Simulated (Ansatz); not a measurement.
Base system: Si in the diamond structure (space group Fd-3m, No. 227; a = 5.470 Å).

Levels (all Ansatz, a quantum-chemistry and plane-wave program, PAW, earlier PAW set): PBE (420 eV, scalar-relativistic without spin-orbit coupling); r2SCAN (500 eV, no spin-orbit coupling).

Levels that relaxed their own cell: PBE and r2SCAN.

```csv
level,band gap,lattice parameter a
PBE,0.61 eV,5.470 Å
r2SCAN,0.78 eV,5.444 Å
```

Measured: band gap 1.23 eV (static lattice; corrected from measurement; as listed in Wei Chen et al., Physical Review Materials (2018)); lattice parameter a 5.421 Å (static lattice; corrected from measurement; as listed in Daniel Mejia-Rodriguez, S. B. Trickey, Phys. Rev. B (2018)).

Computed minus measured — band gap: PBE -0.62 eV, r2SCAN -0.45 eV (closest: r2SCAN); lattice parameter a: PBE +0.9 %, r2SCAN +0.4 % (closest: r2SCAN). A measured gap can be an optical one, lowered by exciton binding.

Whether these cells are dynamically stable was not tested.
